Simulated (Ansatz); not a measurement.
1T (CdI2-type) SnSe2 was calculated with PBE0-D3(BJ) (PAW; Ansatz, a first-principles code).

Numerical settings: plane-wave cutoff 460 eV, 9×9×4 k mesh (along the axes of the cell as run), Fermi–Dirac smearing 0.01 eV, scalar-relativistic PAW data made under PBE.

Cell (relaxed at this level):

```yaml
crystal:
  lattice:
    - [1.89153, -3.27622, 0.00000]
    - [1.89153, 3.27622, 0.00000]
    - [0.00000, 0.00000, 6.03452]
  atoms:
    - { symbol: Sn, position: [0.00000, 0.00000, 0.00000] }
    - { symbol: Se, position: [0.33333, 0.66667, 0.25894] }
    - { symbol: Se, position: [0.66667, 0.33333, 0.74106] }
```

Task: Estimate the band gap and smallest direct gap on the k points sampled that the calculation returns.

Result: 
band gap: 1.93 eV
smallest direct gap on the k points sampled: 2.55 eV

Measured, for comparison: band gap 0.98 eV (temperature not stated, no zero-point or thermal correction, indirect, our sources range from 0.98 to 1.06; as tabulated in Gonzalez and Oleynik (2016), arXiv:1609.04381).

Spin–orbit coupling is not included.

Cost on a shared machine: about 50 core-minutes (a rough figure).
